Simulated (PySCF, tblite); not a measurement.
Isomers of C5H11P, one GFN2-xTB conformer each. Single-point energies are computed at PBE0/pcSseg-1 (PySCF, gas phase, no added dispersion term), electronic only.

Question: Rank them by PBE0/pcSseg-1 energy, lowest first (kcal/mol).
A. `[CH2:1]=[P:2][C@H:3]([CH3:4])[CH2:5][CH3:6]` with C1–P2–C3–C4 -88°, P2–C3–C5–C6 -66°
B. `[CH2:1]=[CH:2][P:3](=[CH2:4])([CH3:5])[CH3:6]` with C1–C2–P3–C4 93°

Answer: A (0.0), B (29.6).

As drawn, the higher has a C=C bond outside aromatic rings, which the lower lacks. GFN2-xTB itself gives, in the same order: 0.0, 34.9. Both levels put the same isomer lowest.

Which frontier levels, dipoles and rotational constants go with these structures?

```tsv
SMILES	HOMO (eV, PBE0/pcSseg-1)	LUMO (eV)	dipole (D)	A, B, C (MHz)
C=P[C@H](C)CC	-7.33	-1.46	1.29	3675, 2095, 1546
C=CP(=C)(C)C	-5.09	-0.57	3.13	3579, 2148, 2059
```

What happens when harmonic zero-point energies from GFN2-xTB frequencies are added?

| SMILES | ZPE (kcal/mol) | electronic (kcal/mol) | with ZPE (kcal/mol) |
| --- | --- | --- | --- |
| C=P[C@H](C)CC | 91.6 | 0.0 | 0.0 |
| C=CP(=C)(C)C | 86.9 | 29.6 | 24.8 |

The zero-point energies span 4.7 kcal/mol. The order is unchanged.
